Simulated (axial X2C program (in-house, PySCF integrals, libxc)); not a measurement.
Which molecule has these constants?

Computed with an axial X2C code built on PySCF integrals, spin-free (one-electron X2C) or two-component (2c: spin–orbit coupling with atomic mean-field Coulomb and Gaunt terms, which also bring small scalar terms), in Dyall basis sets with cores contracted in-house; open shells are unrestricted.

A two-component PBE0 calculation in a Dyall 3-zeta basis gave Re = 1.281 Å, ωe = 2986.2 cm⁻¹, De = 4.51 eV, dipole magnitude 1.13 D, Ω = 0.

Question: Which molecule is it?
A. AlH
B. MgH
C. PH
D. HCl
E. SiH

Answer: D. The others have AlH 1.668 Å and 1642.2 cm⁻¹ (Ω = 0); SiH 1.536 Å and 2015.2 cm⁻¹ (Ω = 1/2); PH 1.431 Å and 2363.6 cm⁻¹ (Ω = 1); MgH 1.739 Å and 1468.5 cm⁻¹ (Ω = 1/2).

Each entry is the lowest single determinant of a limited PBE0 search at one distance. De goes to single-determinant-based atoms at the same level (for ions the charge split of lowest energy) and is withheld (n/a) where an atom does not fit its ground term or J level. Main or longest-lived isotopes. One determinant is a doubtful description, or other states lie close, for PH; these need not be ground states, and all values refer to the states named. Some open-shell Ω = 0 determinants are out of reach, so the Ω given for PH need not be the lowest component. With several unpaired electrons the Ω given is that of one determinant, not necessarily of the lowest component. Some light 2c atoms are not at their ground J level, so De misses part of their lowering (0.04 eV or less). The functionals have no current term, which raises determinants with orbital currents.
